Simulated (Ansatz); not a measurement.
Write a Python script for the Python package of Ansatz (0.2.0) that makes a composite energy at a relaxed geometry of H3O2P, SMILES OPO. Settings (for the species named): PBE0, def2-SVP basis, multiplicity 1.

```xyz
6

O    -0.5918   -0.7862   -0.3987
P     0.4033    0.4808   -0.4977
O     1.0916    0.1362    0.8885
H    -1.1105   -0.7656   -1.2326
H    -0.4379    1.5236   -0.0658
H     0.6873   -0.6529    1.2601
```

The script, `run_composite.py`:
```python
"""A composite energy for H3O2P: DFT geometry, MP2 basis limit, coupled-cluster correction."""

from dataclasses import dataclass
import itertools
import warnings

import ansatz
from ase import Atoms
from ase.data import atomic_numbers, covalent_radii
import numpy as np


@dataclass
class Settings:
    basis_set: str = "def2-SVP"
    xc: str = "pbe0"


cfg = Settings()

warnings.simplefilter("ignore", ansatz.DeckWarning)

atoms = Atoms(["O", "P", "O", "H", "H", "H"], positions=[
    (-0.5918, -0.7862, -0.3987),
    (0.4033, 0.4808, -0.4977),
    (1.0916, 0.1362, 0.8885),
    (-1.1105, -0.7656, -1.2326),
    (-0.4379, 1.5236, -0.0658),
    (0.6873, -0.6529, 1.2601),
])
h3o2p = ansatz.Crystal.molecule_from_ase(atoms)

setup = (
    h3o2p.calculation()
    .basis(gaussian=cfg.basis_set)
    .functional(cfg.xc)
)
symbols = [site.symbol for site in h3o2p.cartesian_sites]
start = np.array([site.position_ang for site in h3o2p.cartesian_sites], dtype=float)
r = setup.relax(force_tolerance=0.01, max_steps=100).run(threads=1).report
end = np.array(r["positions_ang"])
# pairs closer than 1.2 times the sum of covalent radii, before or after
radius = [covalent_radii[atomic_numbers[s]] for s in symbols]
span = lambda where, i, j: np.linalg.norm(where[i] - where[j])
bonded = [(i, j) for i, j in itertools.combinations(range(len(symbols)), 2) if min(span(start, i, j), span(end, i, j)) < 1.2 * (radius[i] + radius[j])]
print("pair        before    after (A)")
for i, j in bonded:
    print(f"{symbols[i]}{i}-{symbols[j]}{j}".ljust(10), f"{span(start, i, j):8.4f} {span(end, i, j):8.4f}")
for first, second in list(itertools.combinations(bonded, 2)):
    shared = set(first) & set(second)
    if shared and symbols[(j := shared.pop())] != "H":
        i, k = sorted((set(first) | set(second)) - {j})
        u, v = end[i] - end[j], end[k] - end[j]
        angle = np.degrees(np.arccos(np.clip(u @ v / np.linalg.norm(u) / np.linalg.norm(v), -1, 1)))
        print(f"final angle {symbols[i]}{i}-{symbols[j]}{j}-{symbols[k]}{k}: {angle:.2f} deg")

minimum = ansatz.Crystal.molecule()
for symbol, place in zip(symbols, end):
    minimum = minimum.atom(symbol, place.tolist())
at_minimum = minimum.calculation()
# MP2 extrapolated to the basis limit, plus the small-basis difference CCSD(T) - MP2
level = lambda method, basis: at_minimum.basis(gaussian=basis).correlation(method).run(threads=1).report
small, large, cluster = level("mp2", "cc-pVDZ"), level("mp2", "cc-pVTZ"), level("ccsd_t", "cc-pVDZ")
corr = lambda each: (each["free_energy_ev"] - each["reference_energy_ev"]) / 27.211386246
mp2_limit = (27 * corr(large) - 8 * corr(small)) / 19
pieces = {"HF / cc-pVTZ": large["reference_energy_ev"] / 27.211386246, "MP2 correlation, DZ-TZ limit": mp2_limit, "CCSD(T) - MP2 / cc-pVDZ": corr(cluster) - corr(small)}
for name, value in pieces.items():
    print(f"{name:32s} {value:14.6f} Ha")
print(f"{'sum':32s} {sum(pieces.values()):14.6f} Ha")
print("T1 diagnostic", round(cluster["correlation"]["coupled_cluster"]["t1_diagnostic"], 4))
```

```console
$ python run_composite.py
pair        before    after (A)
O0-P1        1.6141   1.6650
O0-H3        0.9823   0.9644
P1-O2        1.5856   1.6497
P1-H4        1.4077   1.4370
O2-H5        0.9614   0.9663
final angle P1-O0-H3: 109.45 deg
final angle O0-P1-O2: 103.99 deg
final angle O0-P1-H4: 92.75 deg
final angle O2-P1-H4: 98.97 deg
final angle P1-O2-H5: 113.68 deg
HF / cc-pVTZ                        -492.320306 Ha
MP2 correlation, DZ-TZ limit          -0.698473 Ha
CCSD(T) - MP2 / cc-pVDZ               -0.037337 Ha
sum                                 -493.056116 Ha
T1 diagnostic 0.0132
```

Total energies depend on the basis set; only differences at equal settings carry meaning. The sum leaves out core correlation, relativity, the Hartree-Fock basis error and zero-point energy; a DZ-TZ extrapolation is rough. Inner cores stay frozen, so this is valence correlation. For Al to Cl the sets with a tight d function, cc-pV(X+d)Z, are usual. An extrapolation from small basis sets is rough. Finished in 25 s on 1 thread of Intel(R) Xeon(R) Platinum 8259CL CPU @ 2.50GHz (Skylake/Cascade Lake) (shared host), peak memory 0.28 GiB.
